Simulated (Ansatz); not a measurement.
in.yaml

```yaml
crystal:
  periodic: [false, false, false]
  atoms:
    - {symbol: Si, position_ang: [0.000000, 0.000000, 0.000000]}
    - {symbol: H, position_ang: [1.721970, 1.727795, 1.723943]}
    - {symbol: H, position_ang: [-1.729416, -1.719101, 1.725180]}
    - {symbol: H, position_ang: [-1.719717, 1.721336, -1.732632]}
    - {symbol: H, position_ang: [1.727164, -1.730029, -1.716491]}
basis:
  gaussian: {orbitals: cc-pVDZ}
magnetization: {spin_polarized: true, initial_magnetization: 0}
correlation: {method: ccsd_t, electrons: outside_noble_gas}
output: {forces: true}
```

```sh
$ ansatz run in.yaml --threads 1 --pin off --events-out ev --progress --plain --max-ram 2393MiB
```

The program prints:

```
361 factors; integrals over basis functions are off by at most 2.5e-4 eV
mean field evaluation 1: about -7905.7221 eV, gradient 9.2e0 eV
mean field evaluation 2: about -7905.7365 eV, gradient 9.2e0 eV
mean field evaluation 4: about -7907.2682 eV, gradient 7.5e-1 eV
mean field evaluation 8: about -7907.2830 eV, gradient 2.5e-3 eV
mean field evaluation 16: about -7907.4751 eV, gradient 1.3e0 eV
mean field evaluation 32: about -7914.2968 eV, gradient 1.3e-2 eV
mean field evaluation 64: about -7914.5720 eV, gradient 1.0e-2 eV
mean field evaluation 96: about -7905.8176 eV, gradient 8.9e0 eV
mean field evaluation 128: about -7913.5855 eV, gradient 1.9e-6 eV
mean field evaluation 160: about -7914.2968 eV, gradient 5.5e-7 eV
...
cycle  10  -2.22560788 eV  change    2.2e-7 eV  update   7.1e-7
cycle  11  -2.22560774 eV  change    1.4e-7 eV  update   6.2e-7
cycle  12  -2.22560797 eV  change   -2.4e-7 eV  update   5.5e-7
cycle  13  -2.22560873 eV  change   -7.6e-7 eV  update   4.6e-7
cycle  14  -2.22560929 eV  change   -5.5e-7 eV  update   3.7e-7
cycle  15  -2.22561042 eV  change   -1.1e-6 eV  update   2.9e-7
cycle  16  -2.22561060 eV  change   -1.8e-7 eV  update   1.8e-7
cycle  17  -2.22561080 eV  change   -2.0e-7 eV  update   1.3e-7
cycle  18  -2.22561085 eV  change   -4.7e-8 eV  update   1.2e-7
cycle  19  -2.22561084 eV  change    8.8e-9 eV  update   9.8e-8
perturbative correction -0.24192367 eV, -0.0088905310 hartree
WARN: the results are in doubt because among natural orbitals the method converges to other amplitudes
the calculation of the forces begins
WARN: the results are in doubt because the forces break the atoms' symmetry
Total energy: -7916.76437687 eV, -290.9357246742 hartree
Atom 0 at     0.000000     0.000000     0.000000 Å, force    -0.000000    -0.000000     0.000003 eV/Å
Atom 1 at     1.721970     1.727795     1.723943 Å, force    -0.406767    -0.365255    -0.364561 eV/Å
Atom 2 at    -1.729416    -1.719101     1.725180 Å, force     0.408342     0.363418    -0.364638 eV/Å
Atom 3 at    -1.719717     1.721336    -1.732632 Å, force     0.406289    -0.363943     0.366396 eV/Å
Atom 4 at     1.727164    -1.730029    -1.716491 Å, force    -0.407864     0.365782     0.362799 eV/Å
Dipole moment:    -0.000000     0.000000    -0.000001 e Å
In doubt: the forces break the atoms' symmetry
In doubt: among natural orbitals the method converges to other amplitudes
```

Ran on 1 thread of Intel Xeon Platinum 8488C, shared host: 19 s wall, 0.13 GiB peak host memory.
